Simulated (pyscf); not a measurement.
Optimised with ωB97X-D3(BJ)/def2-SVP in PySCF.

**Question.** PBE/def2-TZVP puts the barrier of CH₄ (SMILES C) + H₃C–Al(F)–F (SMILES [CH3][Al]([F])[F]) → H₃C–F (SMILES CF) + H₃C–AlH–F (SMILES [CH3][AlH][F]) (four-centre exchange; singlet surface; C–H, Al–F broken, C–F, Al–H formed) at 85.7 kcal/mol and the reaction energy at +67.1 kcal/mol, from the separated reactants. What do B3LYP-D3(BJ)/def2-TZVP, M06-2X/def2-TZVP, ωB97M-D3(BJ)/def2-TZVP give on the same structures?

**Answer.** B3LYP-D3(BJ): ΔE‡ = 89.2 kcal/mol, ΔE = +68.4 kcal/mol; M06-2X: ΔE‡ = 94.6 kcal/mol, ΔE = +69.6 kcal/mol; ωB97M-D3(BJ): ΔE‡ = 92.2 kcal/mol, ΔE = +69.0 kcal/mol. PBE's barrier lies under all of them, by 3.5 to 8.9 kcal/mol. Its reaction energy lies under all of them, by 1.3 to 2.5 kcal/mol. Low barriers are usual for a GGA, whose delocalisation error favours stretched bonds. On the reactant side the descent ends in a complex, 4.6 kcal/mol under the separated species and 96.5 kcal/mol under the saddle at ωB97X-D3(BJ)/def2-TZVP. On the product side the descent ends in an adduct with a Al–F contact, 15.5 kcal/mol under the separated species and 39.5 kcal/mol under the saddle at ωB97X-D3(BJ)/def2-TZVP. What is counted as broken (Al–F) persists as a longer contact in the product adduct; parting that adduct is a step of its own. This is the saddle that the search found; another between the same sides may lie lower.
